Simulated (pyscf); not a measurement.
Thermochemistry of product channels of AsH₃ + HO–SiH₃ on the singlet surface, in kJ/mol, from ωB97M-D3(BJ)/def2-TZVP energies (ideal gas, 1 atm, RRHO with modes under 100 cm⁻¹ raised to 100, one conformer, R ln 2 for chiral ones without a mode under 150 cm⁻¹). Structures and frequencies: ωB97X-D3(BJ)/def2-SVP in PySCF.

```json
[
 {"products": "H₃Si–O–AsH₂ + H₂", "ΔE": "+41.4", "ΔH(298 K)": "+30.9", "ΔG(298 K)": "+39.7", "ΔG(1200 K)": "+55.3"},
 {"products": "HO–SiH₂–AsH₂ + H₂", "ΔE": "(withheld)", "ΔH(298 K)": "-8.9", "ΔG(298 K)": "-1.5", "ΔG(1200 K)": "+6.0"}
]
```

Question: Complete the blanks.

Answer: 
- HO–SiH₂–AsH₂ + H₂, ΔE: -3.3

These are energies of the channels, which say nothing of barriers. Elements up to Kr have no core potential and no relativistic terms here.
